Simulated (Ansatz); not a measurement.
in.yaml

```yaml
crystal:
  periodic: [false, false, false]
  atoms:
    - {symbol: B, position_ang: [0.000000, 0.000000, 0.000000]}
    - {symbol: H, position_ang: [0.622442, 1.219555, 1.216790]}
    - {symbol: H, position_ang: [-0.636915, -1.212349, 1.216502]}
    - {symbol: H, position_ang: [-0.619631, 1.213778, -1.223980]}
    - {symbol: H, position_ang: [0.634103, -1.220985, -1.209312]}
basis:
  gaussian: {orbitals: 6-31G}
magnetization: {spin_polarized: false, initial_magnetization: 1}
correlation: {method: ccsdtq, electrons: outside_noble_gas}
```

```sh
$ ansatz run in.yaml --threads 1 --pin off --events-out ev --progress --plain --max-ram 2393MiB
```

Log:

```
402 factors; integrals over basis functions are off by at most 1.9e-8 eV
mean field evaluation 1: about -722.9068 eV, gradient 8.6e0 eV
mean field evaluation 2: about -722.9059 eV, gradient 8.6e0 eV
mean field evaluation 4: about -723.5366 eV, gradient 1.4e0 eV
mean field evaluation 8: about -723.5564 eV, gradient 5.6e-5 eV
mean field evaluation 16: about -722.9440 eV, gradient 5.6e0 eV
mean field evaluation 32: about -721.1965 eV, gradient 1.1e1 eV
mean field evaluation 64: about -723.6032 eV, gradient 1.3e-3 eV
mean field evaluation 96: about -721.9998 eV, gradient 6.5e-4 eV
mean field evaluation 128: about -723.5564 eV, gradient 1.1e-6 eV
mean field -723.60318989 eV, -26.5919267526 hartree, gradient 4.4e-6 eV, S^2 0.750000; 9 other end points of the search recorded, 0 dependent functions left out
mean field evaluation 160: about -722.2921 eV, gradient 6.0e0 eV
mean field evaluation 192: about -724.2026 eV, gradient 5.7e-1 eV
mean field evaluation 224: about -723.6344 eV, gradient 3.8e0 eV
determinant -723.60318989 eV, -26.5919267526 hartree, with singles and doubles -727.57471293 eV, -26.7378775322 hartree
determinant -723.55637936 eV, -26.5902064973 hartree, with singles and doubles -727.64895815 eV, -26.7406059940 hartree
determinant -723.55097247 eV, -26.5900077977 hartree, with singles and doubles -727.63909474 eV, -26.7402435202 hartree
determinant -721.99976411 eV, -26.5330019419 hartree, with singles and doubles -726.42731387 eV, -26.6957113945 hartree
determinant -723.60318989 eV, -26.5919267526 hartree, with singles and doubles -727.61039805 eV, -26.7391889364 hartree
determinant -723.55637936 eV, -26.5902064973 hartree, with singles and doubles -727.64806675 eV, -26.7405732355 hartree
determinant -723.55097247 eV, -26.5900077977 hartree, with singles and doubles -727.64461241 eV, -26.7404462907 hartree
unrestricted determinant -724.34734149 eV, -26.6192738197 hartree, S^2 1.2589
1 core orbitals not correlated: weight in the atoms' cores, before any rotation towards them, 1.000 or more for the frozen orbitals, at most 0.000 for the correlated occupied ones
reference -723.55637936 eV, -26.5902064973 hartree; 4, 3 occupied and 12, 13 virtual orbitals, 402 factors
second order -2.56209856 eV of doubles, -0.11220485 eV of singles
cycle   1  -3.41355800 eV  change   -7.3e-1 eV  update   1.2e-1
cycle   2  -4.12585460 eV  change   -7.1e-1 eV  update   6.9e-2
cycle   3  -4.28327531 eV  change   -1.6e-1 eV  update   2.9e-2
cycle   4  -4.31686881 eV  change   -3.4e-2 eV  update   1.4e-2
cycle   5  -4.34557091 eV  change   -2.9e-2 eV  update   7.1e-3
cycle   6  -4.34094471 eV  change    4.6e-3 eV  update   3.5e-3
cycle   7  -4.33953610 eV  change    1.4e-3 eV  update   1.8e-3
cycle   8  -4.34394888 eV  change   -4.4e-3 eV  update   7.9e-4
cycle   9  -4.34201912 eV  change    1.9e-3 eV  update   3.9e-4
cycle  10  -4.34231967 eV  change   -3.0e-4 eV  update   1.9e-4
cycle  11  -4.34226608 eV  change    5.4e-5 eV  update   9.0e-5
cycle  12  -4.34227231 eV  change   -6.2e-6 eV  update   3.3e-5
cycle  13  -4.34227384 eV  change   -1.5e-6 eV  update   1.7e-5
cycle  14  -4.34226588 eV  change    8.0e-6 eV  update   6.9e-6
cycle  15  -4.34227219 eV  change   -6.3e-6 eV  update   2.9e-6
cycle  16  -4.34227136 eV  change    8.4e-7 eV  update   1.6e-6
cycle  17  -4.34227079 eV  change    5.7e-7 eV  update   8.7e-7
Total energy: -727.89865014 eV, -26.7497820054 hartree
```

For the same geometry and basis full CI lies 0.9 meV higher.

Ran on 1 thread of Intel Xeon, shared host: 41 s wall, 0.19 GiB peak host memory.
